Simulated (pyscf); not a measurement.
Single points on ωB97X-D3(BJ)/def2-SVP structures (PySCF, gas phase).

Question: H₂N–Mg–N(SiH₃)–SiH₃ + H₂O -> H₂N–Mg–OH + H₃Si–NH–SiH₃
Surface: singlet. Broken: Mg–N, H–O. Formed: Mg–O, H–N. Give ΔE‡ and ΔE from PBE0-D3(BJ)/def2-TZVP, relative to the separated reactants.

Answer: ΔE‡ = -73.0 kJ/mol, ΔE = -19.6 kJ/mol. ωB97M-D3(BJ)/def2-TZVP gives -64.5 kJ/mol and -27.8 kJ/mol. Zero-point energy shifts the barrier by -1.8 kJ/mol. It is a four-centre exchange, with an imaginary mode of 1026i cm⁻¹. On the reactant side the descent ends in an adduct with a Mg–O contact (not fully relaxed), 99.8 kJ/mol under the separated species and 30.9 kJ/mol under the saddle at ωB97X-D3(BJ)/def2-TZVP. On the product side the descent ends in an adduct with a Mg–N contact, 98.6 kJ/mol under the separated species and 43.6 kJ/mol under the saddle at ωB97X-D3(BJ)/def2-TZVP. At PBE0-D3(BJ) the saddle lies under the separated reactants, which points to a path from their complex (located at ωB97X-D3(BJ) alone). At PBE0-D3(BJ) the saddle lies under the separated products, which points to a path from their complex (located at ωB97X-D3(BJ) alone). What is counted as formed (Mg–O) is already present as a longer contact in the reactant adduct; forming that adduct is a step of its own. What is counted as broken (Mg–N) persists as a longer contact in the product adduct; parting that adduct is a step of its own. This is the saddle that the search found; another between the same sides may lie lower.
